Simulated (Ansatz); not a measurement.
Born–Oppenheimer molecular dynamics of H₃Si₂ (5 atoms, charge -1, multiplicity 1). It starts at the highest image of a converged band. Of that band: The profile has 2 maxima (images 1, 4) with wells between them (image 3): this band takes more than one step, which may be the mechanism or a detour left from its start path. A vibrational analysis at the climbing image gives one clearly imaginary mode, 581i cm⁻¹: a first-order saddle point.

Method: Ansatz 0.2.0, RKS B3LYP/6-31G.

```
ensemble                      : NVE (velocity Verlet)
time step                     : 0.5 fs
steps asked                   : 200
starting velocities drawn for : 100 K
seed                          : 5622
```

First frame:

```xyz
5
Properties=species:S:1:pos:R:3
Si -0.943 -0.433 0.417
Si 1.220 0.692 -0.249
H -1.494 -0.011 -1.017
H -0.341 -1.760 -0.226
H 1.558 1.513 1.074
```

(1) How far do the bonds stretch over the last three quarters of this one trajectory? (Pairs bonded in most of those frames.)

Results:

(1) 
```tsv
bond	mean (Å)	spread (Å)	shortest	longest
Si1–Si2	2.355	0.124	2.18	2.56
Si1–H3	1.560	0.018	1.53	1.58
Si1–H4	1.569	0.024	1.54	1.63
Si2–H5	1.612	0.040	1.53	1.69
```

Mean temperature of the second half: 1408 K. The conserved energy stayed within 0.087 meV per atom of its start (net change 0.023 meV per atom), so the integration is sound. The system heated up, since it started high on the potential surface and ran downhill. A run of 0.1 ps of so small a system gives no equilibrium averages. The orbitals stay closed-shell, which can raise the energy where a bond breaks towards radicals; this wasn't checked here. Limits of this set-up: no polarisation functions, an anion without diffuse functions, the dipole of an ion depends on the origin.

Run time: 3 min on 1 thread of Arm Neoverse V1, on a shared host, peak memory 0.078 GiB.
